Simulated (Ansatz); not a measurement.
[OH···H···S], triplet in cc-pVDZ: errors against UCCSDT(Q)

Geometry: a point of a hydrogen-transfer path between rigid fragments, not a stationary point.

```xyz
4

O    -0.8662   -0.2316    0.0000
H    -1.1155    0.6949    0.0000
H     0.1858   -0.2316    0.0000
S     1.7958   -0.2316    0.0000
```

Basis cc-pVDZ; Ansatz 0.2.0. Correlated methods freeze the noble-gas cores, which leaves 14 electrons in 36 orbitals. Prefix R: restricted or restricted open-shell reference; prefix U: unrestricted. Active spaces: pair = (4e, 4o) about the gap; valence = (14e, 10o) chosen from the atoms' valence shells.

Full CI isn't at hand for all of this; UCCSDT(Q) serves as the reference, and is uncertain by about the last step of the cluster series. The frozen core follows each run's orbitals, which can shift R against U totals by a few meV.

For open shells CISD is restricted-active-space CI with the open shells as a complete middle space.

The UHF ⟨S²⟩ is 2.022 and the T1 diagnostic (RCCSD) is 0.0246. The largest doubles amplitude (RCCSD) is 0.041 and the T1 diagnostic (UCCSD) is 0.0171.

```
   level  E − E(RHF) (eV)
     UHF          -0.2014
    RMP2          -8.4069
    UMP2          -8.3609
   RCCSD          -9.1040
   UCCSD          -9.1091
RCCSD(T)          -9.2769
UCCSD(T)          -9.2773
```

(1) Estimate how far UCCSDT(Q) in cc-pVDZ lies from RCCSD(T). The table doesn't fix it; the size of (T) and the diagnostics are the guide.

(1) UCCSDT(Q) in cc-pVDZ lies 38 meV below RCCSD(T), which is 22 % of the (T) step (-173 meV). The diagnostics are small and one determinant leads, so the series closes fast and only a small part of (T) is left.

The other levels:

```csv
level,E − E(UCCSDT(Q)) (meV),share of correlation (%),wall time
CISD,943,89.87,4.8 s
BCCD(T),37,99.60,9 s
RCCSDT,21,99.77,–
UCCSDT,21,99.78,–
RCCSDT(Q),1,99.99,48 s
CASSCF (pair space),8626,7.39,–
NEVPT2 (pair space),921,90.12,3.5 s
MRCISD (pair space),830,91.09,–
MRCISD+Q (pair space),102,98.90,3.9 s
CASSCF (valence space),7638,18.01,–
NEVPT2 (valence space),1384,85.14,4.7 s
NEVPT4(SD) (valence space),111,98.81,7 s
MRCISD (valence space),639,93.14,–
MRCISD+Q (valence space),51,99.45,8 s
```

The correlation energy at UCCSDT(Q), counted from RHF, is -9.315 eV. That run took 39 s on 1 thread of Arm Neoverse V2, shared host.

Times hold each run's SCF and search for its determinant on a shared host, so for small cases they say little of a method's own cost; they ran on 1 thread of Arm Neoverse V2.

Natural occupations of CASSCF (valence space) about the gap: 1.998 1.977 1.971 1.003 1.001 0.029 0.024; effectively unpaired electrons, Σ n²(2−n)², 2.01.
